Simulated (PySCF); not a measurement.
One of the candidates below gave these computed data.

All candidates are C3H4.

| technique | computed result |
| --- | --- |
| Triplet | lowest triplet excitation (Tamm–Dancoff): 4.14 eV [TDA CAM-B3LYP/aug-cc-pVTZ] |
| Rotational structure | rotational constants A, B, C: 30.421, 22.155, 14.012 GHz [PBE0-D3(BJ)/def2-TZVP] |
| Dipole | 0.48 D [CAM-B3LYP/aug-cc-pVTZ] |
| 1H NMR | chemical shifts (computed TMS as zero) by class: 7.33 (2 H), 1.08 (2 H) ppm [GIAO B97-2/pcSseg-2] |
| Polarisability | 34.4 au [CAM-B3LYP/aug-cc-pVTZ] |
| 13C NMR | chemical shifts (computed TMS as zero) by class: 117.8 (2 C), 5.1 (1 C) ppm [GIAO B97-2/pcSseg-2] |

Gas-phase values; electronic properties from PySCF, density fitting. Levels stand in brackets. Isolated species at its PBE0-D3(BJ)/def2-TZVP geometry, gas phase. NMR classes are plain means over equivalent atoms (diastereotopic ones count apart unless rotation or inversion swaps them), as if these changed places fast.

Problem. Which candidate is it?
A. `C#CC`
B. `C=C=C`
C. `C1=CC1`

Solution. C. It is `C1=CC1`. Numbering: `[CH:1]1=[CH:2][CH2:3]1`. Its formula, C3H4, gives 2 degrees of unsaturation: 1 ring and 1 π bond in the structure found. 3 carbons fall into 2 classes; from least to most shielded: alkene CH carbon [C1/C2] (117.8 ppm, 2 C), allylic carbon [C3] (5.1 ppm). Hydrogen classes from least to most shielded: 2 H on 2 alkene CH carbons, C1/C2 (7.33 ppm), 2 H on an allylic carbon, C3 (1.08 ppm). The optimised geometry has point group C2v and is an asymmetric top.

The others, at the same levels:
- `C#CC` (C3H4) fails: it has 3 carbon classes against 2; its computed 13C shifts are 83.6 (1 C), 71.5 (1 C), 4.7 (1 C) ppm, 1H shifts are 1.85 (3 H), 1.38 (1 H) ppm and lowest triplet excitation (Tamm–Dancoff) is 5.47 eV (against 4.14 eV).
- `C=C=C` fails: its computed 13C shifts are 227.4 (1 C), 77.1 (2 C) ppm, 1H shifts are 4.88 (4 H) ppm and lowest triplet excitation (Tamm–Dancoff) is 4.64 eV (against 4.14 eV).
